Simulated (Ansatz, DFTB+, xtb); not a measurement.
**H3PO2 (SMILES O=[PH2]O): methods side by side**

H3PO2: 6 atoms, total charge 0, spin state singlet. SMILES: `O=[PH2]O`. The shape is that of a GFN2-xTB optimisation. This is one conformer, not always the lowest.

```csv
atom,x (Å),y (Å),z (Å)
O,-0.2881,-1.5169,-0.9086
P,-0.1619,-0.1801,-0.3715
O,0.5355,-0.1851,1.0669
H,-1.3513,0.5063,-0.1566
H,0.6162,0.7035,-1.1105
H,0.6496,0.6723,1.4802
```

Each level gives the vertical ionisation energy (to the doublet cation) (eV). The values are calculated.

| level | kind | program | value (eV) | CPU time (all runs) |
| --- | --- | --- | --- | --- |
| DFTB2 | semi-empirical | DFTB+ | 10.79 | under 2 s |
| DFTB2-D4 | semi-empirical | DFTB+ | 10.80 | under 2 s |
| DFTB3-D3(BJ) | semi-empirical | DFTB+ | 11.02 | under 2 s |
| GFN2-xTB | semi-empirical | xtb | 15.59 | under 2 s |
| HF/STO-3G | Hartree–Fock | Ansatz | 4.47 | 0.46 s |
| SVWN5/STO-3G | LDA | Ansatz | 6.60 | 3.8 s |
| BLYP/STO-3G | GGA | Ansatz | 6.59 | 7.2 s |
| PBE/STO-3G | GGA | Ansatz | 6.68 | 7.5 s |
| revPBE/STO-3G | GGA | Ansatz | 6.69 | 7.3 s |
| r2SCAN/STO-3G | meta-GGA | Ansatz | 6.76 | 17 s |

The values span 4.47 to 15.59 eV. The xTB values lack the empirical shift that such differences need. All rows use very small basis sets, so none should be taken for the real molecule's value. Times are those of the runs behind each value, whatever else they computed, on shared processors of several kinds: orders of magnitude only.
